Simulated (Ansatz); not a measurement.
## AsH$_{3}$⁺, doublet: the ladder up to UCCSDT(Q)

Geometry: that of the AsH3, singlet, kept fixed.

```yaml
atoms:
  - { symbol: As, position_ang: [0.0002, 0.0000, -0.0329] }
  - { symbol: H, position_ang: [1.2593, 0.0140, 0.8215] }
  - { symbol: H, position_ang: [-0.6489, 1.0868, 0.8116] }
  - { symbol: H, position_ang: [-0.6239, -1.1021, 0.8106] }
```

Basis cc-pVDZ; Ansatz 0.2.0. Only valence electrons are correlated (noble-gas cores and the filled d shells of p-block atoms frozen), which leaves 7 electrons in 28 orbitals. R marks a restricted (for open shells ROHF) determinant, U an unrestricted one. Active spaces: valence = (7e, 7o) chosen from the atoms' valence shells. No spin–orbit coupling is included, and no scalar relativity.

Full CI isn't at hand for all of this; UCCSDT(Q) serves as the reference, and is uncertain by about the last step of the cluster series. The frozen core follows each run's orbitals, which can shift R against U totals by a few meV for light atoms and by up to 0.1 eV past Ca.

The UHF ⟨S²⟩ is 0.754, the T1 diagnostic (RCCSD) is 0.0151 and the largest doubles amplitude (RCCSD) is 0.059. The T1 diagnostic (UCCSD) is 0.0111.

| level | E − E(UCCSDT(Q)) (kJ/mol) | share of correlation (%) | wall time |
| --- | --- | --- | --- |
| UHF | 342.2 | 1.50 | – |
| UMP2 | 79.2 | 77.21 | – |
| UCCSD | 9.4 | 97.31 | – |
| UCCSD(T) | 2.0 | 99.42 | 1.3 s |
| UCCSDT | 0.2 | 99.95 | – |

The correlation energy at UCCSDT(Q), counted from RHF, is -3.600 eV. That run took 3.5 s on 1 thread of Intel Xeon 6975P-C, shared host.

Run but not shown, since their state or frozen core can't be matched to the reference's or they repeat it: RHF, RMP2, CISD, RCCSD, RCCSD(T), BCCD(T), RCCSDT, RCCSDT(Q), CASSCF (valence space), NEVPT2 (valence space), NEVPT4(SD) (valence space), MRCISD (valence space), MRCISD+Q (valence space).

Times hold each run's SCF and search for its determinant on a shared host, so for small cases they say little of a method's own cost; they ran on 1 thread of Intel Xeon 6975P-C.

Natural occupations of CASSCF (valence space) about the gap: 1.983 1.961 1.961 1.007 0.033 0.033 0.023; effectively unpaired electrons, Σ n²(2−n)², 1.02.
